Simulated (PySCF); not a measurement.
Species: 2-chloroethanol, C2H5ClO.
SMILES with atom numbers: `[OH:1][CH2:2][CH2:3][Cl:4]` (hydrogens: H5 on O1; H6, H7 on C2; H8, H9 on C3)

Computed, not measured: core-valence-separated Tamm–Dancoff BHandHLYP/aug-pcX-1 (pcseg-1 on H, def2-SVPD on Cl) in PySCF, non-relativistic, gas phase, PBE0-D3(BJ)/def2-SVP geometry.

Computed carbon K-edge spectrum, Gaussian lines of 0.8 eV full width, highest printed point 100; it ends one width below the last computed root. The energies are unshifted.

```json
{"photon energy (eV)": "283.7", "absorption": "0"}
{"photon energy (eV)": "283.8", "absorption": "1"}
{"photon energy (eV)": "283.9", "absorption": "2"}
{"photon energy (eV)": "284.0", "absorption": "4"}
{"photon energy (eV)": "284.1", "absorption": "8"}
{"photon energy (eV)": "284.2", "absorption": "15"}
{"photon energy (eV)": "284.3", "absorption": "24"}
{"photon energy (eV)": "284.4", "absorption": "36"}
{"photon energy (eV)": "284.5", "absorption": "48"}
{"photon energy (eV)": "284.6", "absorption": "60"}
{"photon energy (eV)": "284.7", "absorption": "69"}
{"photon energy (eV)": "284.8", "absorption": "72"}
{"photon energy (eV)": "284.9", "absorption": "70"}
{"photon energy (eV)": "285.0", "absorption": "61"}
{"photon energy (eV)": "285.1", "absorption": "50"}
{"photon energy (eV)": "285.2", "absorption": "37"}
{"photon energy (eV)": "285.3", "absorption": "25"}
{"photon energy (eV)": "285.4", "absorption": "16"}
{"photon energy (eV)": "285.5", "absorption": "9"}
{"photon energy (eV)": "285.6", "absorption": "5"}
{"photon energy (eV)": "285.7", "absorption": "2"}
{"photon energy (eV)": "285.8", "absorption": "1"}
{"photon energy (eV)": "285.9", "absorption": "0"}
{"photon energy (eV)": "286.0", "absorption": "0"}
{"photon energy (eV)": "286.1", "absorption": "1"}
{"photon energy (eV)": "286.2", "absorption": "1"}
{"photon energy (eV)": "286.3", "absorption": "3"}
{"photon energy (eV)": "286.4", "absorption": "5"}
{"photon energy (eV)": "286.5", "absorption": "10"}
{"photon energy (eV)": "286.6", "absorption": "16"}
{"photon energy (eV)": "286.7", "absorption": "25"}
{"photon energy (eV)": "286.8", "absorption": "36"}
{"photon energy (eV)": "286.9", "absorption": "48"}
{"photon energy (eV)": "287.0", "absorption": "61"}
{"photon energy (eV)": "287.1", "absorption": "74"}
{"photon energy (eV)": "287.2", "absorption": "84"}
{"photon energy (eV)": "287.3", "absorption": "93"}
{"photon energy (eV)": "287.4", "absorption": "98"}
{"photon energy (eV)": "287.5", "absorption": "100"}
{"photon energy (eV)": "287.6", "absorption": "98"}
{"photon energy (eV)": "287.7", "absorption": "91"}
{"photon energy (eV)": "287.8", "absorption": "80"}
{"photon energy (eV)": "287.9", "absorption": "66"}
{"photon energy (eV)": "288.0", "absorption": "51"}
{"photon energy (eV)": "288.1", "absorption": "38"}
{"photon energy (eV)": "288.2", "absorption": "27"}
{"photon energy (eV)": "288.3", "absorption": "19"}
{"photon energy (eV)": "288.4", "absorption": "14"}
{"photon energy (eV)": "288.5", "absorption": "11"}
```

Where are the maxima, and which lines make them up?

2 maxima:
- 284.8 eV: C3 (sp3 C–Cl carbon), 284.81 eV, f = 0.069, 100 % of the height at the exact maximum
- 287.5 eV: C2 (carbinol carbon (C–OH)), 287.63 eV, f = 0.032, 31 % of the height at the exact maximum; C3 (sp3 C–Cl carbon), 287.73 eV, f = 0.035, 28 % of the height at the exact maximum; C3 (sp3 C–Cl carbon), 287.19 eV, f = 0.020, 14 % of the height at the exact maximum; C2 (carbinol carbon (C–OH)), 287.40 eV, f = 0.014, 14 % of the height at the exact maximum

Further lines of some strength in the range: C2, 287.08 eV, f = 0.026.

Roots within 0.03 eV on the same or equivalent atoms count as one line; shares under 12 % aren't listed.

Vibrational structure and lifetime widths aren't in the curve. The ionisation threshold wasn't computed; near and above it a finite basis only mimics Rydberg series and continuum.

Cost: about 14 s of CPU time on one thread; the machine was shared, so the figure is rough.

The values belong to the conformer `[OH:1][CH2:2][CH2:3][Cl:4]`: O1–C2–C3–Cl4 61°, H–O1–C2–C3 -55°.
